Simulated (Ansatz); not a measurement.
**Rock-salt TiN**

Method: HSE06 (Ansatz, an electronic-structure program, plane waves, PAW).

Settings: plane-wave cutoff 500 eV, 6×8×1 k mesh (along the axes of the cell as run), Fermi–Dirac smearing 0.05 eV, scalar-relativistic PAW data made under PBE.

Cell: relaxed at this level.

| Quantity | Value |
|---|---|
| surface energy of the (110) face | 2.79 J/m² |
| work function of the (110) face | 2.90 eV |

Note: exact exchange on metals is sensitive to the k mesh and can open a false gap; the run warned that the count of filled bands differs between k points.

The slab of 24 atoms is relaxed and unreconstructed.

The computed numbers hold no vibrational or temperature effects.
